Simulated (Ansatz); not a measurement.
# Reading a saddle point

A first-order saddle point of C$_{2}$H$_{8}$N, doublet, PBE0-D4/def2-TZVP, with one imaginary mode of 1310i cm⁻¹:

```csv
atom,x (Å),y (Å),z (Å)
H1,-0.2700,-0.2299,0.2717
C2,0.8186,0.2830,0.6564
N3,1.5218,0.9697,-0.3709
C4,-1.5296,-0.8068,-0.2304
H5,1.3947,-0.5580,1.0458
H6,0.5332,0.9548,1.4675
H7,0.9986,1.7489,-0.7456
H8,1.7872,0.3618,-1.1333
H9,-2.0613,0.0506,-0.6333
H10,-1.9893,-1.2484,0.6488
H11,-1.2041,-1.5258,-0.9768
```

Computed with Ansatz 0.2.0 (basis: def2-TZVPP and def2-QZVPP); correlated methods freeze the cores; orbitals are unrestricted. Extrapolation: Hartree–Fock as exp(−7.88 √X), correlation as X^−2.97.

Q: Which contacts change along the imaginary mode, and what lies on either side? (Judge from chemistry; the calculation decides.)

A: Computed: The step is CH₅N ([CH3][NH2]) + CH₃ → CH₄N ([CH2][NH2]) + CH₄, with the molecules in contact on both sides. Shortening one way: H1–C4; lengthening the same way: H1–C2.
| pair | one side (Å) | saddle (Å) | other side (Å) |
| --- | --- | --- | --- |
| H1–C4 | 3.66 | 1.47 | 1.09 |
| H1–C2 | 1.10 | 1.26 | 2.86 |

Q: Which side is lower, and how far does the saddle lie above each? (Judge from chemistry; the value comes from the calculation.)

A: By the calculation: The side with H1–C4 short is lower by 49.9 kJ/mol; the saddle lies 104.1 kJ/mol above it and 54.2 kJ/mol above the other (CCSD(T) at an estimated basis limit (MP2 extrapolated from triple and quadruple zeta, plus CCSD(T) − MP2 in triple zeta); electronic energies).

No T1 diagnostic of these runs exceeds 0.016. ⟨S²⟩ of the unrestricted Hartree–Fock references: 0.76 to 0.79 (a pure state has 0.75).

Labels in which every atom is bracketed show which atoms are joined, not bond orders.

For scale, one of the runs: CCSD(T)/def2-TZVPP, 205 basis functions (an equivalent command: `ansatz run in.yaml --threads 4`). Hardware: 4 CPU threads, shared host. Wall time 2.5 min; peak host memory 7.3 GiB.
